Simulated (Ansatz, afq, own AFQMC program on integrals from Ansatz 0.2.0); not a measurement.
# SiH₂ (singlet): quantum Monte Carlo beside coupled cluster at distance Si1–H2 = 1.858 Å, cc-pVDZ

The task here is to estimate one member of a computed series from the others.

Program: Ansatz 0.2.0, Gaussian basis, and an in-house AFQMC program (afq) on its integrals; all values are calculated. Level of theory: cc-pVDZ, frozen cores. These are calculated values, not measurements.

Plan: Full CI; PBE (unrestricted); CCSD(T) on RHF; r2SCAN (unrestricted); PBE0 (unrestricted); B3LYP (unrestricted); Full CI; wB97M-V (unrestricted); CCSDT(Q) on RHF; B2PLYP (unrestricted); CCSDTQ on RHF; Phaseless AFQMC, CISD trial on RHF; UHF; CCSD(T) on UHF; Full CI; CCSDT(Q) on UHF; CCSDTQ on UHF; Phaseless AFQMC, CISD trial on UHF.

3 further runs of the same task are left out: 3 that didn't finish.

### The geometry

The geometry derives from a PBE0/def2-TZVP stationary point (not a proven minimum). One bond is set to the value named and the two fragments are kept rigid.

3 atoms, charge 0, spin multiplicity 1.

Atoms are counted from 1 here; the program's logs count them from 0.

Bond lengths: Si1–H3 1.526 Å.

Set-up of the first run:

in.yaml

```yaml
crystal:
  periodic: [false, false, false]
  atoms:
    - {symbol: Si, position_ang: [0.000000, -0.079266, 0.007954]}
    - {symbol: H, position_ang: [0.000000, 1.220638, -1.319606]}
    - {symbol: H, position_ang: [0.000000, 0.988038, 1.097966]}
basis:
  gaussian: {orbitals: cc-pVDZ}
correlation: {method: fci, electrons: outside_noble_gas}
```

The run is started by

```
$ ansatz run in.yaml --threads 1 --pin off --events-out ev --progress --plain --max-ram 16896MiB --backend cuda --devices 0, --max-vram 18GiB
```

Steps of the session up to this table: Full CI; PBE (unrestricted); CCSD(T) on RHF; r2SCAN (unrestricted); PBE0 (unrestricted); B3LYP (unrestricted); wB97M-V (unrestricted); CCSDT(Q) on RHF; B2PLYP (unrestricted); CCSDTQ on RHF; Phaseless AFQMC, CISD trial on RHF; UHF; CCSD(T) on UHF; CCSDT(Q) on UHF; CCSDTQ on UHF; Phaseless AFQMC, CISD trial on UHF.

One of the session's tables, all rows but one given; the rest of the session is left out.

It belongs to the step «AFQMC on the ladder». On the RHF determinant, counted from full CI (exact for this spin and basis):

```
                                                level  from full CI (kJ/mol)
                                                   HF                 +322.9
                                                  MP2                      ?
                                                 CCSD                   +9.1
                                              CCSD(T)                   +2.2
                                             CCSDT(Q)                   +0.1
                                               CCSDTQ                    0.0
                                              full CI                    0.0
Phaseless AFQMC, CISD trial, step 0.005, 4000 walkers                   +0.7
```

Estimate the missing values for MP2.

The run gave: from full CI (kJ/mol): +88.6. In the column «from full CI (kJ/mol)» it lies between CCSD (+9.1) and HF (+322.9).

Caveats from the session: On UHF the phaseless walk with the CISD trial lies +0.5 kJ/mol from CCSDTQ, within three error bars.
